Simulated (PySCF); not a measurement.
# SiS: frontier orbitals

r²SCAN at R = 1.954 Å; PySCF, spin-free X2C with a Gaussian nucleus, basis sets Si jorge-DZP-DKH, S jorge-DZP-DKH. State: ¹Σ⁺ (singlet), closed shell. Only the outer orbitals are listed, counted within each symmetry.

```csv
orbital,occ.,ε (eV),on Si (%),main shells (%)
7σ,2,-18.53,21,"76 S s, 14 Si s"
8σ,2,-11.27,57,"56 Si s, 27 S p, 16 S s"
3π,2,-7.44,26,"74 S p, 23 Si p"
3π,2,-7.44,26,"74 S p, 23 Si p"
9σ,2,-7.18,60,"39 S p, 34 Si p, 24 Si s"
4π,0,-3.05,77,"76 Si p, 22 S p"
4π,0,-3.05,77,"76 Si p, 22 S p"
10σ,0,1.07,97,"76 Si p, 12 Si d, 11 S p"
```

**Question.** Which are the highest filled and the lowest empty level, where do they sit, and how wide is the gap?

**Answer.** Highest filled 9σ at -7.18 eV (in %: 39 S p, 34 Si p, 24 Si s); lowest empty 4π at -3.05 eV (in %: 76 Si p, 22 S p); the gap at r²SCAN is 4.13 eV.

The bond order (Mayer) is 2.42. The ⟨S²⟩ is 0.000. The charge on Si (Mulliken, basis-dependent) is 0.22. The charge on Si (Löwdin, basis-dependent) is 0.08. The dipole moment (positive dipole means Si(−)S(+)) is -1.66 D.
